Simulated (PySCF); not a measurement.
Species: C₃H₃FN₂.
Z-matrix (Å and degrees, PBE0-D3(BJ)/def2-SVP geometry), rows numbered from 1:
```
F 
C   1  1.3224
C   2  1.4082  1  127.13
N   3  1.3272  2  110.09  1  -179.98
N   4  1.3243  3  105.36  2    -0.02
C   5  1.3564  4  114.04  3     0.02
H   3  1.0886  2  128.63  1     0.03
H   5  1.0116  4  119.22  3   179.91
H   6  1.0865  2  131.98  1    -0.18
```

Level: PBE0/pcSseg-1 and CAM-B3LYP/def2-SVPD in PySCF, non-relativistic, on one gas-phase PBE0-D3(BJ)/def2-SVP geometry that isn't relaxed in the solvent. The solvent is an IEF-PCM continuum (Bondi radii, 1.10 Å for H, scaled by 1.2). The model holds no explicit solvent molecules, cavitation or dispersion.

Gas phase at PBE0/pcSseg-1: HOMO -7.19 eV, LUMO 0.22 eV, dipole 2.43 D.

Question: What does the continuum do to the energy, the frontier levels and the dipole at PBE0/pcSseg-1 in dichloromethane and water?

Answer: 
```tsv
solvent	ε	E(solvent) − E(gas) (kcal/mol)	polarisation term (kcal/mol)	distortion of the solute (kcal/mol)	HOMO (eV)	LUMO (eV)	dipole (D)
dichloromethane	8.93	-6.22	-7.08	0.86	-7.19	0.27	3.07
water	78.36	-7.36	-8.57	1.21	-7.19	0.27	3.20
```

The polarisation term is half the interaction of the solute with the surface charges that it induces; the rest is the cost of distorting the solute's density. The sum is the electrostatic part of solvation alone. From dichloromethane to water the lowering changes by a factor 1.18, Onsager's factor (ε − 1)/(2ε + 1) by 1.17 and ε itself by 8.8.

Question: Which radius a makes the point-dipole formula ΔE = −[(ε − 1)/(2ε + 1)]·μ²/a³ give the value in water, with the gas-phase dipole?

Answer: μ = 0.956 au and |ΔE| = 0.01173 Eh give a = 1.78 Å; the farthest nucleus lies 2.31 Å from the centroid of the nuclei, so such a sphere wouldn't even hold the nuclei. The formula assumes a rigid point dipole at the centre of a sphere.

Question: Which Hirshfeld charges (PBE0/pcSseg-1) respond most in dichloromethane (means over atoms taken as equivalent)?

Answer: 
```csv
atoms,environment,gas (e),solvent (e),change
N4,pyridine-type nitrogen,-0.149,-0.178,-0.029
H8,N–H hydrogen,+0.163,+0.180,+0.017
H9,aromatic hydrogen,+0.070,+0.085,+0.015
C6,aromatic CH next to a ring nitrogen,-0.043,-0.032,+0.011
C3,aromatic CH next to a ring nitrogen,-0.047,-0.057,-0.010
F1,aryl fluorine,-0.081,-0.090,-0.009
N5,pyrrole-type nitrogen,-0.014,-0.006,+0.008
C2,aromatic C–F carbon,+0.038,+0.031,-0.007
```

Question: Which Mayer bond orders change most in dichloromethane?

Answer: 
| bond | length (Å) | gas | solvent | change |
| --- | --- | --- | --- | --- |
| N5–C6 | 1.356 | 1.119 | 1.148 | +0.029 |
| F1–C2 | 1.322 | 0.981 | 0.968 | -0.013 |
| N5–H8 | 1.012 | 0.933 | 0.922 | -0.011 |
| C2–C3 | 1.408 | 1.328 | 1.339 | +0.011 |
| C6–C2 | 1.380 | 1.444 | 1.433 | -0.011 |
| C3–N4 | 1.327 | 1.511 | 1.504 | -0.007 |
| C3–H7 | 1.089 | 0.965 | 0.961 | -0.004 |
| N4–N5 | 1.324 | 1.222 | 1.223 | +0.001 |

Question: How do the nuclear quadrupole coupling constants eQVzz/h respond in dichloromethane?

Answer: 
| nucleus | Q (barn) | gas (MHz) | solvent (MHz) | η gas | η solvent |
| --- | --- | --- | --- | --- | --- |
| 14N at N4 | 0.02044 | -4.92 | -4.70 | 0.57 | 0.62 |
| 14N at N5 | 0.02044 | -3.52 | -3.26 | 0.38 | 0.54 |

Gas phase at CAM-B3LYP/def2-SVPD: HOMO -8.58 eV, LUMO 1.19 eV, dipole 2.45 D.

Question: What does the continuum do to the energy, the frontier levels and the dipole at CAM-B3LYP/def2-SVPD in dichloromethane and water?

Answer: 
```json
{"solvent": "dichloromethane", "ε": "8.93", "E(solvent) − E(gas) (kcal/mol)": "-6.31", "polarisation term (kcal/mol)": "-7.31", "distortion of the solute (kcal/mol)": "1.00", "HOMO (eV)": "-8.54", "LUMO (eV)": "1.28", "dipole (D)": "3.17"}
{"solvent": "water", "ε": "78.36", "E(solvent) − E(gas) (kcal/mol)": "-7.48", "polarisation term (kcal/mol)": "-8.92", "distortion of the solute (kcal/mol)": "1.44", "HOMO (eV)": "-8.55", "LUMO (eV)": "1.28", "dipole (D)": "3.31"}
```

Question: How does the static polarisability (CAM-B3LYP/def2-SVPD, frozen core, with the continuum's full static response) change?

Answer: 
```
         medium  isotropic (au)  principal values (au)  ⟨r²⟩ of the electrons (bohr²)
            gas            46.7       31.3, 52.6, 56.1                          446.8
dichloromethane            59.6       39.6, 67.4, 71.9                          446.4
          water            62.5       41.8, 70.4, 75.2                          446.3
```

The isotropic value in water is 1.34 times the gas-phase one; no cavity-field correction is applied. ⟨r²⟩ is taken about the centre of nuclear charge.
